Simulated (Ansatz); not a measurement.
What does this script print? It uses Ansatz 0.2.0, Python API.

`c2h4.py`
```python
# -*- coding: utf-8 -*-
"""Relax C2H4 cheaply, then refine its energy."""

import ansatz as az
import numpy as np
from rdkit import Chem
from rdkit.Chem import AllChem

# a force-field geometry from the SMILES
rd = Chem.AddHs(Chem.MolFromSmiles("C=C"))
AllChem.EmbedMolecule(rd, randomSeed=454)
AllChem.UFFOptimizeMolecule(rd)
molecule = az.Crystal.molecule()
for atom, xyz in zip(rd.GetAtoms(), rd.GetConformer().GetPositions()):
    molecule = molecule.atom(atom.GetSymbol(), xyz.round(5).tolist())

calc = molecule.calculation()
calc = calc.basis(gaussian="def2-SVP").functional("r2SCAN")
symbols = [site.symbol for site in molecule.cartesian_sites]
start = np.array([site.position_ang for site in molecule.cartesian_sites], dtype=float)
summary = calc.relax(force_tolerance=0.01).run(threads=1).report
end = np.array(summary["positions_ang"])
print("final positions (A) and the move of each atom")
for symbol, xyz, old in zip(symbols, end, start):
    print(f"{symbol:2s} {xyz[0]:10.5f} {xyz[1]:10.5f} {xyz[2]:10.5f}   {np.linalg.norm(xyz - old):7.4f}")

minimum = az.Crystal.molecule()
for symbol, place in zip(symbols, end):
    minimum = minimum.atom(symbol, place.tolist())
at_minimum = minimum.calculation()
# MP2 extrapolated to the basis limit, plus the small-basis difference CCSD(T) - MP2
level = lambda method, basis: at_minimum.basis(gaussian=basis).correlation(method).run(threads=1).report
small, large, cluster = level("mp2", "cc-pVDZ"), level("mp2", "cc-pVTZ"), level("ccsd_t", "cc-pVDZ")
corr = lambda each: (each["free_energy_ev"] - each["reference_energy_ev"]) / 27.211386246
mp2_limit = (27 * corr(large) - 8 * corr(small)) / 19
pieces = {"HF / cc-pVTZ": large["reference_energy_ev"] / 27.211386246, "MP2 correlation, DZ-TZ limit": mp2_limit, "CCSD(T) - MP2 / cc-pVDZ": corr(cluster) - corr(small)}
for name, value in pieces.items():
    print(f"{name:32s} {value:14.6f} Ha")
print(f"{'sum':32s} {sum(pieces.values()):14.6f} Ha")
print("T1 diagnostic", round(cluster["correlation"]["coupled_cluster"]["t1_diagnostic"], 4))
```

`python c2h4.py` gives:
```text
final positions (A) and the move of each atom
C     0.57662    0.26236    0.20869    0.0015
C    -0.57662   -0.26236   -0.20870    0.0015
H     0.92231    1.24151   -0.13946    0.0305
H     1.22522   -0.26438    0.91673    0.0305
H    -1.22526    0.26441   -0.91667    0.0305
H    -0.92228   -1.24154    0.13941    0.0305
HF / cc-pVTZ                         -78.062711 Ha
MP2 correlation, DZ-TZ limit          -0.361462 Ha
CCSD(T) - MP2 / cc-pVDZ               -0.040194 Ha
sum                                  -78.464367 Ha
T1 diagnostic 0.01
```

What to keep in mind:
- Total energies depend on the basis set; only differences at equal settings carry meaning.
- The sum leaves out core correlation, relativity, the Hartree-Fock basis error and zero-point energy; a DZ-TZ extrapolation is rough.
- Inner cores stay frozen, so this is valence correlation.
- An extrapolation from small basis sets is rough.
- Timing: 15 s on 1 thread of Arm Neoverse N1, on a shared host, peak memory 0.27 GiB.
